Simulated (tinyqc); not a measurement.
Inside a calculation. Method: CISD on RHF in the sto-3g basis, for HF, spin multiplicity 1. One step of it, computed by the program tinyqc.

Question. CISD: determinants and Hamiltonian. Slater-Condon rules over spin orbitals, with the nuclear repulsion added and E(HF) subtracted on the diagonal. Only determinants linked to the reference directly or through others are kept (one block of an abelian symmetry group), so some states are absent.

one-electron integrals over orbitals h = C^T H C (hartree):
```
            1          2          3          4          5          6
1  -40.564418   0.704087  -0.212234   0.000000   0.000000  -0.221884
2    0.704087  -9.147116   0.559621   0.000000   0.000000   1.172928
3   -0.212234   0.559621  -7.575872   0.000000   0.000000   1.882675
4    0.000000   0.000000   0.000000  -8.718612   0.000000   0.000000
5    0.000000   0.000000   0.000000   0.000000  -8.718612   0.000000
6   -0.221884   1.172928   1.882675   0.000000   0.000000  -6.113419
```

Two-electron integrals over orbitals (pq|rs), unique and non-zero (hartree):
```
(11|11) 5.362525    (21|11) -0.505282   (21|21) 0.075316    (22|11) 1.201100
(22|21) -0.019858   (22|22) 0.857179    (31|11) 0.158903    (31|21) -0.021770
(31|22) 0.013061    (31|31) 0.022921    (32|11) -0.144294   (32|21) 0.008534
(32|22) -0.020590   (32|31) 0.020949    (32|32) 0.156776    (33|11) 0.999095
(33|21) -0.010998   (33|22) 0.752447    (33|31) -0.005370   (33|32) -0.047608
(33|33) 0.763674    (41|41) 0.029602    (42|41) 0.039093    (42|42) 0.181092
(43|41) -0.011319   (43|42) -0.042365   (43|43) 0.047596    (44|11) 1.264007
(44|21) -0.014454   (44|22) 0.878868    (44|31) 0.004618    (44|32) -0.077334
(44|33) 0.752098    (44|44) 0.997514    (51|51) 0.029602    (52|51) 0.039093
(52|52) 0.181092    (53|51) -0.011319   (53|52) -0.042365   (53|53) 0.047596
(54|54) 0.053770    (55|11) 1.264007    (55|21) -0.014454   (55|22) 0.878868
(55|31) 0.004618    (55|32) -0.077334   (55|33) 0.752098    (55|44) 0.889973
(55|55) 0.997514    (61|11) 0.164986    (61|21) -0.026744   (61|22) 0.000325
(61|31) -0.008623   (61|32) -0.025047   (61|33) 0.012242    (61|44) 0.004526
(61|55) 0.004526    (61|61) 0.025609    (62|11) -0.241418   (62|21) 0.005315
(62|22) -0.127741   (62|31) -0.020231   (62|32) -0.047024   (62|33) -0.037282
(62|44) -0.126005   (62|55) -0.126005   (62|61) 0.015819    (62|62) 0.096802
(63|11) -0.358712   (63|21) 0.006278    (63|22) -0.168035   (63|31) 0.002221
(63|32) 0.094339    (63|33) -0.122877   (63|44) -0.197919   (63|55) -0.197919
(63|61) -0.006392   (63|62) 0.056320    (63|63) 0.178359    (64|41) -0.010599
(64|42) -0.041913   (64|43) -0.014862   (64|64) 0.031458    (65|51) -0.010599
(65|52) -0.041913   (65|53) -0.014862   (65|65) 0.031458    (66|11) 0.885635
(66|21) -0.008982   (66|22) 0.680732    (66|31) 0.015736    (66|32) 0.070091
(66|33) 0.669125    (66|44) 0.650597    (66|55) 0.650597    (66|61) -0.009657
(66|62) -0.066603   (66|63) -0.014805   (66|66) 0.712832
```

nuclear repulsion = 5.01854046 hartree

Hartree-Fock energy = -98.57279257 hartree

Give: determinants; H - E(HF) between determinants.

Answer.

Occupation strings over the orbitals (2 doubly, a alpha, b beta, 0 empty; spin orbitals ordered 1a 1b 2a 2b ...): 222220 22a22b 2a222b a2222b 22b22a 2b222a b2222a 222202 222022 220222 2ab222 a2b222 2ba222 202222 ab2222 b2a222 ba2222 022222

H - E(HF) between determinants (hartree):
```
         222220   22a22b   2a222b   a2222b   22b22a   2b222a   b2222a   222202
222220   0.0000   0.0000   0.0000   0.0000   0.0000   0.0000   0.0000   0.0315
22a22b   0.0000   0.6811  -0.0138  -0.0221  -0.1784  -0.0563   0.0064   0.0149
2a222b   0.0000  -0.0138   1.4740   0.0248  -0.0563  -0.0968  -0.0158   0.0419
a2222b   0.0000  -0.0221   0.0248  25.6392   0.0064  -0.0158  -0.0256   0.0106
22b22a   0.0000  -0.1784  -0.0563   0.0064   0.6811  -0.0138  -0.0221  -0.0149
2b222a   0.0000  -0.0563  -0.0968  -0.0158  -0.0138   1.4740   0.0248  -0.0419
b2222a   0.0000   0.0064  -0.0158  -0.0256  -0.0221   0.0248  25.6392  -0.0106
222202   0.0315   0.0149   0.0419   0.0106  -0.0149  -0.0419  -0.0106   1.2899
222022   0.0315   0.0149   0.0419   0.0106  -0.0149  -0.0419  -0.0106   0.0538
220222   0.1784   0.1081  -0.0943  -0.0022  -0.1081   0.0943   0.0022   0.0476
2ab222  -0.0563   0.0943  -0.1532   0.0063  -0.0293   0.0470   0.0202   0.0424
a2b222   0.0064   0.0022   0.0063  -0.3439  -0.0219   0.0250   0.0086   0.0113
2ba222   0.0563  -0.0293   0.0470   0.0202   0.0943  -0.1532   0.0063  -0.0424
202222   0.0968   0.0470   0.0611  -0.0053  -0.0470  -0.0611   0.0053   0.1811
ab2222  -0.0158  -0.0202   0.0053  -0.1748   0.0250  -0.0100   0.0267  -0.0391
b2a222  -0.0064  -0.0219   0.0250   0.0086   0.0022   0.0063  -0.3439  -0.0113
ba2222   0.0158   0.0250  -0.0100   0.0267  -0.0202   0.0053  -0.1748   0.0391
022222   0.0256   0.0086   0.0267  -0.1746  -0.0086  -0.0267   0.1746   0.0296

         222022   220222   2ab222   a2b222   2ba222   202222   ab2222   b2a222
222220   0.0315   0.1784  -0.0563   0.0064   0.0563   0.0968  -0.0158  -0.0064
22a22b   0.0149   0.1081   0.0943   0.0022  -0.0293   0.0470  -0.0202  -0.0219
2a222b   0.0419  -0.0943  -0.1532   0.0063   0.0470   0.0611   0.0053   0.0250
a2222b   0.0106  -0.0022   0.0063  -0.3439   0.0202  -0.0053  -0.1748   0.0086
22b22a  -0.0149  -0.1081  -0.0293  -0.0219   0.0943  -0.0470   0.0250   0.0022
2b222a  -0.0419   0.0943   0.0470   0.0250  -0.1532  -0.0611  -0.0100   0.0063
b2222a  -0.0106   0.0022   0.0202   0.0086   0.0063   0.0053   0.0267  -0.3439
222202   0.0538   0.0476   0.0424   0.0113  -0.0424   0.1811  -0.0391  -0.0113
222022   1.2899   0.0476   0.0424   0.0113  -0.0424   0.1811  -0.0391  -0.0113
220222   0.0476   1.5005   0.1315   0.0432  -0.1315   0.1568  -0.0209  -0.0432
2ab222   0.0424   0.1315   2.2705   0.0228  -0.1568   0.1045   0.0085  -0.0209
a2b222   0.0113   0.0432   0.0228  26.4774  -0.0209  -0.0085  -0.2282  -0.0229
2ba222  -0.0424  -0.1315  -0.1568  -0.0209   2.2705  -0.1045   0.0248   0.0228
202222   0.1811   0.1568   0.1045  -0.0085  -0.1045   3.1565  -0.0139   0.0085
ab2222  -0.0391  -0.0209   0.0085  -0.2282   0.0248  -0.0139  27.4607   0.0218
b2a222  -0.0113  -0.0432  -0.0209  -0.0229   0.0228   0.0085   0.0218  26.4774
ba2222   0.0391   0.0209   0.0248   0.0218   0.0085   0.0139  -0.0753  -0.2282
022222   0.0296   0.0229   0.0218  -0.1210  -0.0218   0.0753   0.4715   0.1210

         ba2222   022222
222220   0.0158   0.0256
22a22b   0.0250   0.0086
2a222b  -0.0100   0.0267
a2222b   0.0267  -0.1746
22b22a  -0.0202  -0.0086
2b222a   0.0053  -0.0267
b2222a  -0.1748   0.1746
222202   0.0391   0.0296
222022   0.0391   0.0296
220222   0.0209   0.0229
2ab222   0.0248   0.0218
a2b222   0.0218  -0.1210
2ba222   0.0085  -0.0218
202222   0.0139   0.0753
ab2222  -0.0753   0.4715
b2a222  -0.2282   0.1210
ba2222  27.4607  -0.4715
022222  -0.4715  55.5824
```
